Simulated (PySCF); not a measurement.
## Unknown compound

The spectra below were simulated for a compound C5H10O.

1H NMR (600 MHz, computed): δ 2.23 (t, 2H), 2.14 (s, 3H), 1.56 (m, 2H), 0.97 (t, 3H).

13C{1H} NMR (computed): δ 211.4 (C), 48.9 (CH2), 32.2 (CH3), 21.0 (CH2), 15.7 (CH3).

How the numbers were obtained: shieldings: GIAO PBE0/pcSseg-1, coordinates at the GFN2-xTB level, in PySCF 2.14 (gas phase, no relativistic terms, a single conformation, fast rotation and ring inversion assumed for equivalent nuclei).

Chemical shifts δ = σref − σ; 1H and 13C vs TMS, all at this level.

**Question.** Choose the structure that fits.
A. C1CCOCC1
B. C/C=C(\C)CO
C. C/C=C/COC
D. CCCC(C)=O

**Answer.** D. 

1. The formula gives 1 degree of unsaturation (no ring in the answer).
2. 5 carbon signals for 5 carbons: no two carbons are equivalent.
3. Carbon types of the structure: 1 × C, 2 × CH2, 2 × CH3, which accounts for all hydrogens.
4. δC 211.4: ketone carbonyl carbon; low-lying n→π* states of the double bond to the heteroatom give a large paramagnetic term (-274 ppm).
5. δC 32.2: methyl carbon α to a carbonyl; the adjacent C=O deshields it moderately.
6. δC 21.0: sp3 CH2; a saturated carbon with 2 carbon neighbours and no heteroatom attached.
7. δH 2.14: hydrogen on a methyl carbon α to a carbonyl; α to C=O.
8. δH 0.97: hydrogen on a methyl carbon; far from electronegative atoms and π systems.

The others: C/C=C(\C)CO has carbons computed at 144.9, 129.9, 74.9, 16.9, 13.9, with a different DEPT pattern; C/C=C/COC would give 5 signals for carbon-bound and other non-exchanging H, not 4; C1CCOCC1 would give 3 carbon signals, not 5.

Shifts are as computed. Against solution values, carbons near 30 ppm lie about +3 ppm off and those near 130 ppm about +5 ppm. Of 1211 compounds with measured shifts, 218 miss one by over three times the rms of a fit or turn the order of signals round; such compounds aren't used in these exercises. No couplings were computed; multiplicities are counted from neighbouring protons, with m where these are inequivalent, close in shift, in a saturated or five-membered ring or joined by F or P, and br s for small geminal =CH2 splittings.
